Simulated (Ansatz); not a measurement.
Cost and result for the atomization energy of F₃P (`FP(F)F`) (4 atoms, 3 bonds).

Z-matrix (Å, degrees):
```
P
F 1 1.572
F 1 1.572 2 97.6
F 1 1.572 2 97.6 3 98.7
```

Charge 0, multiplicity 1. All single points use the PBE0-D4/def2-TZVP geometry. Program: Ansatz. All runs use 2 threads of a server CPU on a shared host. Times are those of one run each, without the atoms' runs, and a repeat can differ threefold. Electronic energies, without spin–orbit coupling; frozen cores. CCSD(T)/CBS adds CCSD(T) − MP2 in def2-TZVPP to the MP2 limit, and its time is that of the two runs behind it. T1 = 0.014. B3LYP takes the VWN-RPA correlation (the form of Gaussian; ORCA's B3LYP/G). HSE06 is the plane-wave form, built on full-range PBE exchange.

The measured enthalpy of formation (G2 set as listed by Staroverov and co-workers 2003, -229.1 kcal/mol at 298 K), with computed zero-point and thermal terms and the atoms' enthalpies of Curtiss and co-workers (1997), gives an electronic atomization energy of 1522.7 kJ/mol. Core correlation, relativity and spin–orbit coupling, which the correlated runs lack, are worth up to about 1 kcal/mol a heavy atom.

| level | functions | wall time |
| --- | --- | --- |
| LDA (SPW92)/def2-TZVPP | 135 | 0.4 s |
| CCSD(T)/def2-SVP | 60 | 0.5 s |
| revPBE-D4/def2-TZVPP | 135 | 0.55 s |
| BLYP-D4/def2-TZVPP | 135 | 0.6 s |
| HSE06-D4/def2-TZVPP | 135 | 0.75 s |
| PBE0-D4/def2-TZVPP | 135 | 0.8 s |
| CAM-B3LYP-D4/def2-TZVPP | 135 | 0.85 s |
| B3LYP-D4/def2-TZVPP (with forces) | 135 | 1 s |
| r2SCANh-D4/def2-TZVPP | 135 | 1.2 s |
| ωB97M-V/def2-TZVPP (with forces) | 135 | 2.4 s |
| MP2/def2-QZVPP | 241 | 4 s |
| CCSD(T)/def2-TZVPP | 135 | 6 s |
| CCSD(T)/CBS(def2) | – | 10 s |

(1) What atomization energy does each give, and how far from the measured value? (Estimate.)

Results:

(1) The calculation gave: 
| level | atomization (kJ/mol) | error | per bond |
| --- | --- | --- | --- |
| LDA (SPW92)/def2-TZVPP | 1847.8 | 325.1 | 108.4 |
| CCSD(T)/def2-SVP | 1291.0 | -231.7 | -77.2 |
| revPBE-D4/def2-TZVPP | 1500.0 | -22.7 | -7.6 |
| BLYP-D4/def2-TZVPP | 1538.9 | 16.2 | 5.4 |
| HSE06-D4/def2-TZVPP | 1489.3 | -33.4 | -11.1 |
| PBE0-D4/def2-TZVPP | 1487.4 | -35.3 | -11.8 |
| CAM-B3LYP-D4/def2-TZVPP | 1530.1 | 7.4 | 2.5 |
| B3LYP-D4/def2-TZVPP (with forces) | 1502.3 | -20.4 | -6.8 |
| r2SCANh-D4/def2-TZVPP | 1483.2 | -39.5 | -13.2 |
| ωB97M-V/def2-TZVPP (with forces) | 1537.1 | 14.4 | 4.8 |
| MP2/def2-QZVPP | 1580.2 | 57.5 | 19.2 |
| CCSD(T)/def2-TZVPP | 1448.1 | -74.6 | -24.8 |
| CCSD(T)/CBS(def2) | 1519.2 | -3.5 | -1.2 |

In def2-TZVPP, CCSD(T) changes the Hartree–Fock value by +468.3 kJ/mol (the triples alone add +36.2 kJ/mol) and MP2 by +555.7 kJ/mol; breaking electron pairs costs correlation energy, which Hartree–Fock lacks. The D4 term adds +9.3 kJ/mol with B3LYP and +4.7 kJ/mol with PBE0; it sums over pairs of atoms, weighted by their polarisabilities, and B3LYP, whose exchange is more repulsive, gets the larger term. Leaving LDA and LC-ωPBE aside and taking each functional with its dispersion term where it has one, the values, not all of them listed here, spread over 166.6 kJ/mol, from BHLYP-D4 to PBE-D4. LDA lies +283.2 kJ/mol from PBE without D4, its usual overbinding.
